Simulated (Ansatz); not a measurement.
# AlH6N: the cost of one run

The runs use Ansatz 0.2.0, Gaussian basis; PBE0-D4, def2-SVP first, then def2-TZVP.

152 further runs of the same task are left out: 152 set aside as unsound or not needed.

### 1 The system as given

The guess: 8 atoms, charge 0, spin multiplicity 1.

Atoms are counted from 1 here; the program's logs count them from 0.

Bond lengths: Al1–N2 2.236 Å, Al1–H3 1.546 Å, Al1–H4 1.542 Å, Al1–H5 1.963 Å, N2–H7 1.010 Å, N2–H8 1.013 Å. Angles: N2–Al1–H3 117.3°, N2–Al1–H4 117.1°, N2–Al1–H5 36.7°, H3–Al1–H4 116.9°, H3–Al1–H5 122.3°, H4–Al1–H5 120.1°, Al1–N2–H7 125.5°, Al1–N2–H8 123.0°, H7–N2–H8 108.2°.

As a file:

```xyz
8
AlH6N
Al   -0.39920   -0.91590    0.52670
N    -0.05100    0.94670   -0.65970
H    -0.69830   -2.21180   -0.26080
H    -1.08450   -0.75820    1.89920
H     0.98610    0.35760   -0.03370
H     1.50180   -0.28690    0.50680
H     0.02040    0.99710   -1.66640
H    -0.27510    1.87150   -0.31200
```

Distances that are to change: Al1–H6 2.00 Å, N2–H5 1.35 Å, Al1–N2 2.24 Å, H5–H6 0.99 Å.

### 2 Relaxing the guess with the reacting distances held

hold/in.yaml reads:

```yaml
crystal:
  periodic: [false, false, false]
  atoms:
    - {symbol: Al, position_ang: [-0.399200, -0.915900, 0.526700]}
    - {symbol: N, position_ang: [-0.051000, 0.946700, -0.659700]}
    - {symbol: H, position_ang: [-0.698300, -2.211800, -0.260800]}
    - {symbol: H, position_ang: [-1.084500, -0.758200, 1.899200]}
    - {symbol: H, position_ang: [0.986100, 0.357600, -0.033700]}
    - {symbol: H, position_ang: [1.501800, -0.286900, 0.506800]}
    - {symbol: H, position_ang: [0.020400, 0.997100, -1.666400]}
    - {symbol: H, position_ang: [-0.275100, 1.871500, -0.312000]}
basis:
  gaussian: {orbitals: def2-SVP}
hamiltonian: {xc: pbe0, dispersion: d4}
relax: {f_tol: 0.08, max_steps: 120, escape_saddle: false, constraints: [{distance: [0, 5]}, {distance: [1, 4]}, {distance: [0, 1]}, {distance: [4, 5]}]}
```

On the command line:

```console
$ ansatz run in.yaml --threads 2 --pin off --events-out ev --progress --plain --max-ram 4352MiB
```

**Question.** How long does this run take on 2 threads of Arm Neoverse V1, shared host?

About 3.2 s.
